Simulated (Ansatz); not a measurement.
# H₂O₂ (triplet): wave-function methods side by side, def2-TZVPP

An exercise on one series of results from a longer session: the logs are not shown, and one member is left open.

Computed with Ansatz 0.2.0, Gaussian basis. Level: def2-TZVPP, core rule «outside noble gas», up to 2 orbitals frozen.

The runs, in order: UHF; ROHF; CCSD(T) on UHF.

2 further runs of the same task are left out: 2 set aside as unsound or not needed.

### What is computed

The geometry is a PBE0/def2-TZVP stationary point (not a proven minimum) of the parent state, kept for this charge and spin.

4 atoms, charge 0, spin multiplicity 3.

Atoms are counted from 1 here; the program's logs count them from 0.

Bond lengths: O1–O2 1.437 Å, O1–H3 0.963 Å, O2–H4 0.963 Å. Angles: O2–O1–H3 99.3°, O1–O2–H4 99.3°.

The first run:

Input file in.yaml:

```yaml
crystal:
  periodic: [false, false, false]
  atoms:
    - {symbol: O, position_ang: [0.000000, -0.140858, 0.704556]}
    - {symbol: O, position_ang: [0.000000, 0.140858, -0.704556]}
    - {symbol: H, position_ang: [0.000000, 0.760781, 1.043581]}
    - {symbol: H, position_ang: [0.000000, -0.760781, -1.043581]}
basis:
  gaussian: {orbitals: def2-TZVPP}
magnetization: {spin_polarized: true, initial_magnetization: 2}
hamiltonian: {xc: hf}
output: {orbitals: {seedname: orbitals}}
```

On the command line:

```bash
$ ansatz run in.yaml --threads 1 --pin off --events-out ev --progress --plain --max-ram 4096MiB --backend cpu
```

Among the steps run: UHF; ROHF; CCSD(T) on UHF.

One of the session's tables, all rows but one given; the rest of the session is left out.

| method | from UCCSD(T) (kJ/mol) |
| --- | --- |
| ROHF | +1377.9 |
| UHF | ? |
| UMP2 | +85.4 |
| UCCSD | +48.4 |
| UCCSD(T) | 0 |

Q: Estimate the row for UHF from the others.

As computed: from UCCSD(T) (kJ/mol): +1326.5. In the column «from UCCSD(T) (kJ/mol)» it lies between UMP2 (+85.4) and ROHF (+1377.9).
